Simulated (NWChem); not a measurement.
The numbers come from NWChem runs, not from measurements. System: hydrogen peroxide (H$_{2}$O$_{2}$), charge 0, spin multiplicity 1, at a geometry optimised with PBE0/def2-SVP. Level: RI-MP2/cc-pVTZ, 2 core orbitals frozen.

Output (cleaned and shortened):

```
             Northwest Computational Chemistry Package (NWChem) 7.3.0
             --------------------------------------------------------

                                NWChem Input Module
                                -------------------

 Scaling coordinates for geometry "geometry" by  1.889725989
 (inverse scale =  0.529177249)

 Turning off AUTOSYM since
 SYMMETRY directive was detected!

                             Geometry "geometry" -> ""
                             -------------------------

 Output coordinates in angstroms (scale by  1.889725989 to convert to a.u.)

  No.       Tag          Charge          X              Y              Z
 ---- ---------------- ---------- -------------- -------------- --------------
    1 O                    8.0000    -0.29424000     0.64533100    -0.05470600
    2 O                    8.0000     0.29424000    -0.64533100    -0.05470600
    3 H                    1.0000     0.36729300     1.15027600     0.43764800
    4 H                    1.0000    -0.36729300    -1.15027600     0.43764800

 Effective nuclear repulsion energy (a.u.)      37.3948476217

            Nuclear Dipole moment (a.u.)
            ----------------------------
        X                 Y               Z
 ---------------- ---------------- ----------------
     0.0000000000     0.0000000000     0.0000000000

      Symmetry information
      --------------------

 Group name             C2
 Group number              4
 Group order               2
 No. of unique centers     2

      Symmetry unique atoms

     1    3


 Summary of "ao basis" -> "" (spherical)
 ------------------------------------------------------------------------------
       Tag                 Description            Shells   Functions and Types
 ---------------- ------------------------------  ------  ---------------------
 *                          cc-pvtz                   on all atoms

 Summary of "ri-mp2 basis" -> "" (spherical)
 ------------------------------------------------------------------------------
       Tag                 Description            Shells   Functions and Types
 ---------------- ------------------------------  ------  ---------------------
 *                         cc-pvtz-ri                 on all atoms

 Summary of "ao basis" -> "ao basis" (spherical)
 ------------------------------------------------------------------------------
       Tag                 Description            Shells   Functions and Types
[...]
     1   1 0 0      0.000000      0.000000      0.000000
     1   0 1 0      0.000000      0.000000      0.000000
     1   0 0 1      0.705408      0.000000      0.000000

     2   2 0 0     -8.814331      0.000000      5.910265
     2   1 1 0      2.109451      0.000000     -7.831838
     2   1 0 1      0.000000      0.000000      0.000000
     2   0 2 0     -6.356657      0.000000     33.244835
     2   0 1 1     -0.000000      0.000000      0.000000
     2   0 0 2     -8.594047      0.000000      1.538970

                               NWChem RI-MP2 Module
                               --------------------

 Summary of "ri-mp2 basis" -> "ri-mp2 basis" (spherical)
 ------------------------------------------------------------------------------
       Tag                 Description            Shells   Functions and Types
 ---------------- ------------------------------  ------  ---------------------
 O                         cc-pvtz-ri               23       81   8s6p5d3f1g
 H                         cc-pvtz-ri               10       30   4s3p2d1f

 SCF Reference Information:
            File: './mol.movecs'
           Title: ''
    Size (AOxMO):     88 x     88
       Total Occ:              18.00
 RI-MP2 Calculation Information:
          Nr. of AO basis functions:         88
     Nr. of fitting basis functions:        222
               Nr. of MO spin cases:          1
        Nr. of MOs to be correlated:         86
     Nr. of occupied MOs correlated:          7
      Nr. of virtual MOs correlated:         79

          RI integral approximation: 'V'
    Threshold for Schwarz screening:  1.000E-09
 Smallest eigenvalue retained in fit  1.000E-08
    Type of storage for MO integrals 'EAF library'

 Transformation block size    7, requiring     1 integral passes.
 XForm_3cInts: Completed     1:    7 pass.
 Energy evaluation using block sizes     7    7
 RIMP2_V_E2: Approx. ints. done (    1:    7,    1:    7)
 RIMP2_V_E2: Copy to B done (    1:    7,    1:    7)
 RIMP2_V_E2: Denominators done (    1:    7,    1:    7)
 RIMP2_V_E2: Completed block (    1:    7,    1:    7)

          -------------------------------------------
          SCF energy                -150.837653686991
          Correlation energy          -0.494475310491
          Total MP2 energy          -151.332128997482
          -------------------------------------------

 -----------------------
 Performance information
 -----------------------

 Timer overhead =  1.62D-07 seconds/call

               Nr. of calls         CPU time (s)                 Wall time (s)                GFlops
             ---------------    -------------------     ------------------------------   -------------------
Name         Min   Avg   Max    Min     Avg     Max     Min     Avg     Max   Mx/calls   Min     Max     Sum
Overall       1     1     1    2.4     2.4     2.4      2.4     2.4     2.4     2.4      0.0     0.0     0.0
3c integr     1     1     1   0.46    0.46    0.46     0.46    0.46    0.46    0.46      0.0     0.0     0.0
Energy        1     1     1   6.05E-2 6.05E-2 6.05E-2  6.05E-2 6.05E-2 6.05E-2 6.05E-2   0.0     0.0     0.0
3c integr     1     1     1   0.45    0.45    0.45     0.45    0.45    0.45    0.45      0.0     0.0     0.0
First 2/3     3     3     3   4.42E-3 4.42E-3 4.42E-3  4.42E-3 4.42E-3 4.42E-3 1.47E-3   0.0     0.0     0.0
Final 1/3     1     1     1   3.65E-3 3.65E-3 3.65E-3  3.65E-3 3.65E-3 3.65E-3 3.65E-3   0.0     0.0     0.0
Write 3c      1     1     1   5.85E-4 5.85E-4 5.85E-4  5.85E-4 5.85E-4 5.85E-4 5.85E-4   0.0     0.0     0.0
Read 3c i     1     1     1   4.10E-4 4.10E-4 4.10E-4  4.11E-4 4.11E-4 4.11E-4 4.11E-4   0.0     0.0     0.0
Fitting b     1     1     1   6.09E-2 6.09E-2 6.09E-2  6.09E-2 6.09E-2 6.09E-2 6.09E-2   0.0     0.0     0.0
Schwarz i     1     1     1   2.73E-2 2.73E-2 2.73E-2  2.73E-2 2.73E-2 2.73E-2 2.73E-2   0.0     0.0     0.0
Form 4ci      1     1     1   8.97E-3 8.97E-3 8.97E-3  8.97E-3 8.97E-3 8.97E-3 8.97E-3   0.0     0.0     0.0
Form A &      1     1     1   4.84E-2 4.84E-2 4.84E-2  4.84E-2 4.84E-2 4.84E-2 4.84E-2   0.0     0.0     0.0
Denominat     1     1     1   3.68E-4 3.68E-4 3.68E-4  3.68E-4 3.68E-4 3.68E-4 3.68E-4   0.0     0.0     0.0
Pair Ener     1     1     1   1.42E-3 1.42E-3 1.42E-3  1.42E-3 1.42E-3 1.42E-3 1.42E-3   0.0     0.0     0.0

 The average no. of pstat calls per process was 1.60D+01
 with a timing overhead of 2.60D-06s

 Task  times  cpu:        2.4s     wall:        2.4s

 Total times  cpu:        2.4s     wall:        2.4s
```

Problem. Write an NWChem input that would produce this output.

Solution. Several could match; the one computed here: 
```
start mol
memory heap 200 mb stack 800 mb global 1000 mb
geometry units angstroms nocenter noautoz
  O     -0.294240     0.645331    -0.054706
  O      0.294240    -0.645331    -0.054706
  H      0.367293     1.150276     0.437648
  H     -0.367293    -1.150276     0.437648
  symmetry group C2
end
basis spherical
  * library cc-pvtz
end
basis "ri-mp2 basis" spherical
  * library cc-pvtz-ri
end
scf
  rhf
  nopen 0
  maxiter 100
  thresh 1e-7
  semidirect memsize 60000000 filesize 0
end
mp2
  freeze core 2
end
task rimp2 energy
```
